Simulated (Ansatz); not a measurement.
Fluorite SrCl₂ was calculated with PBE0 (plane waves, PAW; Ansatz, an electronic-structure program).

Numerical settings: plane-wave cutoff 520 eV, 6×6×6 k mesh, scalar-relativistic PAW data made under PBE.

Computed at the level's own relaxed cell.

Task: Give the computed Poisson ratio, elastic constant C44, Voigt–Reuss–Hill shear modulus (Hill average), Young modulus, elastic constant C11 and elastic constant C12.

Result: 
- Poisson ratio = 0.323
- elastic constant C44 = 9.41 GPa
- Voigt–Reuss–Hill shear modulus (Hill average) = 14.4 GPa
- Young modulus = 38.1 GPa
- elastic constant C11 = 70.8 GPa
- elastic constant C12 = 18.3 GPa

Elastic constants are with the ions relaxed.

The computed numbers hold no vibrational or temperature effects.

Cost on a shared machine: roughly 50 core-minutes.
